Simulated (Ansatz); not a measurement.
A nudged elastic band was laid between two geometries of C₂H₄OS (8 atoms, charge 0, multiplicity 1).

All numbers below come from Ansatz 0.2.0, RKS B3LYP-D4/def2-SVP.

| Quantity | Value |
| --- | --- |
| movable images | 7 |
| climbing image | yes |
| spring | 5.0 eV/Å² |
| optimiser | quadratic models (default) |
| start path | IDPP |
| force threshold | 0.05 eV/Å |
| iteration limit | 29 |
| end points | relaxed |

Image 0:

```xyz
8
Properties=species:S:1:pos:R:3
O -1.442 0.267 -0.934
C -0.386 0.706 -0.562
C 0.607 -0.016 0.323
S 0.085 -1.684 0.851
H -0.050 1.732 -0.864
H 1.563 -0.060 -0.230
H 0.795 0.629 1.200
H -1.080 -1.631 0.159
```

Image 8:

```xyz
8
Properties=species:S:1:pos:R:3
O -1.063 1.815 0.395
C -0.593 0.882 -0.201
C 0.531 0.013 0.322
S -0.024 -1.734 0.484
H -0.984 0.572 -1.208
H 1.411 0.068 -0.338
H 0.813 0.355 1.328
H 0.002 -2.027 -0.837
```

**Question.** Which bonds break or form, and what moves?

**Answer.** No bond is made or broken. The dihedral H5–C2–C3–H7 goes from 56 to -177°.

**Question.** What energy profile does the band end with?

**Answer.** The run converged. The highest image is number 4 of 0 to 8, 0.153 eV above the first end and 0.105 eV above the last; the last end lies 0.048 eV above the first. A vibrational analysis at the climbing image gives one clearly imaginary mode, 153i cm⁻¹: a first-order saddle point.

| image | path coordinate (Å) | energy (eV) | dihedral H5–C2–C3–H7 (°) |
| --- | --- | --- | --- |
| 0 | 0.00 | 0.000 | 56 |
| 1 | 0.56 | 0.014 | 53 |
| 2 | 1.12 | 0.055 | 69 |
| 3 | 1.67 | 0.117 | 92 |
| 4 | 2.23 | 0.153 | 119 |
| 5 | 2.61 | 0.136 | 136 |
| 6 | 2.98 | 0.095 | 154 |
| 7 | 3.36 | 0.060 | 169 |
| 8 | 3.73 | 0.048 | -177 |

**Question.** What is the geometry of the highest image?

**Answer.** 
```xyz
8
Properties=species:S:1:pos:R:3
O -1.673 1.021 0.100
C -0.556 0.876 -0.317
C 0.504 0.005 0.344
S -0.024 -1.731 0.615
H -0.212 1.405 -1.248
H 1.452 0.044 -0.213
H 0.686 0.399 1.357
H -0.085 -2.076 -0.693
```

**Question.** What are the harmonic wavenumbers there?

**Answer.** 153i, 206, 224, 542, 661, 798, 908, 948, 1072, 1195, 1260, 1405, 1427, 1858, 2660, 2863, 3060, 3125 cm⁻¹.

The run took 10 min on 1 thread of Intel(R) Xeon(R) Processor @ 2.50GHz (Skylake/Cascade Lake) (shared host), peak memory 0.16 GiB.
